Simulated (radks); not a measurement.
# F⁴⁺ in [He] 2s1 2p1 3s1: an all-electron calculation

Aim: the levels, the sizes of the orbitals and the parts of the energy of the fluorine ion F4+.

Method: Dirac Kohn-Sham, PW91, spin-unpolarised, spherical densities, finite nucleus; open shells fill j = l - 1/2 first. Code: radks (a radial shooting solver on a logarithmic mesh, Libxc functionals) version 1.

### 1 What is computed

```
element            : fluorine (Z = 9)
charge             : +4
electrons          : 5
configuration      : [He] 2s1 2p1 3s1
nuclear rms radius : 2.8976 fm
```

### 2 The calculation

Input:

```text
Z 9
configuration [He] 2s1 2p1 3s1 3p0 4s0 3d0 4f0
relativity Dirac
functional pw91,pw91
spin unpolarised
j_filling energy
nucleus finite rms 2.8976 fm
c 137.035999084
```

Command:

```
$ python run_ks.py task.json out
```

All runs below come from this command, one after another.

Q: Predict the outcome of this run.

**Answer**, as computed:

| quantity | value |
| --- | --- |
| total energy | -89.31640 hartree |
| exchange-correlation share of it | 7.98 % |
| −T/E | 1.0008 |
| highest occupied level | 3s1/2, -44.173 eV |
| most extended occupied level | 3s1/2, <r> = 2.12 bohr |
| radius at density 0.001 e/bohr³ | 3.28 bohr |
| maxima of the radial density | 3 |

What this shows: 3 principal shells are occupied and 3 maxima appear in the radial density. This is not the tabulated ground configuration, so its levels and sizes aren't those of the ground state, and no measured value stands beside it.
